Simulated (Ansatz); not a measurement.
# The standard entropy of C2H3N3 (1H-1,2,4-triazole) from a frequency calculation

A singlet with charge 0, relaxed at PBE/def2-SVP (Ansatz 0.2.0):

```xyz
8

C    -0.5337    1.1136   -0.1656
N     0.7746    0.9693    0.2013
C     0.9150   -0.3492    0.2603
N    -0.2645   -0.9487   -0.0594
N    -1.2097   -0.0256   -0.3368
H    -1.0135    2.0900   -0.3141
H     1.8245   -0.9056    0.5222
H    -0.4928   -1.9439   -0.1080
```

Harmonic wavenumbers in cm⁻¹: 595, 672, 691, 806, 869, 930, 967, 1069, 1118, 1179, 1233, 1303, 1370, 1425, 1511, 3181, 3186, 3545.

Masses in u: C 12.011, N 14.007, H 1.008. Take T = 298.15 K, p = 1 bar, R = 8.3145 J/(mol K), kT/hc = 207.22 cm⁻¹, rigid rotor and harmonic oscillator.

**Question.** Compute the standard molar entropy.

**Answer.** 
1. Translation (Sackur–Tetrode): S = R[3/2 ln M + 5/2 ln T − 1.1517] with M = 69.067 gives 161.7 J/(mol K).
2. Rotation: principal moments 49.522, 51.993, 101.516 u Å² give A, B, C = 0.3404, 0.3242, 0.1661 cm⁻¹; the symmetry number is σ = 1; q = (√π/σ)√((kT/hc)³/ABC) = 39051; S = R(ln q + 3/2) = 100.4.
3. Vibration: with u = ν̃/207.22, each mode gives R[u/(eᵘ − 1) − ln(1 − e⁻ᵘ)]; the sum is 8.3, most from 595 cm⁻¹ (1.9), 672 cm⁻¹ (1.4), 691 cm⁻¹ (1.3).
4. Spin: R ln 1 = 0.0.
5. Sum: 161.7 + 100.4 + 8.3 + 0.0 = 270.4 J/(mol K).

No measured value is set beside it here.
